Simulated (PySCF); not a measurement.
# Nuclear quadrupole coupling in aluminum monochloride

Species: aluminum monochloride, AlCl (singlet state).
SMILES with atom numbers: `[Al:1][Cl:2]`

Geometry (PBE0-D3(BJ)/def2-TZVP, Å), atoms numbered from 1 in this order:
```
atom  x, y, z in Å
Al1    1.0774   -0.0328    0.0015
Cl2   -1.0678    0.0196   -0.0209
```

Field gradients from the PBE0/pcSseg-2 density (PySCF, non-relativistic), principal values in atomic units, ordered |Vxx| ≤ |Vyy| ≤ |Vzz|:

```csv
atom,Vxx,Vyy,Vzz
Al1,0.4656,0.4656,-0.9312
Cl2,-0.2690,-0.2690,0.5379
```

Problem. Find the asymmetry η = (Vxx − Vyy)/Vzz and the couplings χ = eQV/h (234.96 MHz × Q in barn × V in au), with Q(27Al) = 0.1466 b, Q(35Cl) = −0.0817 b.

Solution. 
```csv
atom,environment,nucleus,η,χzz (MHz),χxx (MHz),χyy (MHz)
Al1,aluminium bonded to Cl,27Al,0.00,-32.08,16.04,16.04
Cl2,chlorine bonded to Al,35Cl,0.00,-10.33,5.16,5.16
```

The gradient is axial or nearly so (η below 0.05) at Al1 and Cl2. 

Problem. What is Vzz at Al1 in SI units (1 au = 9.71736 × 10²¹ V/m²)?

Solution. -0.9312 au = -9.049 × 10²¹ V/m².

Isolated species at its PBE0-D3(BJ)/def2-TZVP geometry, gas phase.

These values come from a run that also computed NMR shieldings. On Arm Neoverse N1, one thread, on a shared host, this took 3.9 s of wall time and 0.33 GiB of memory at its peak.
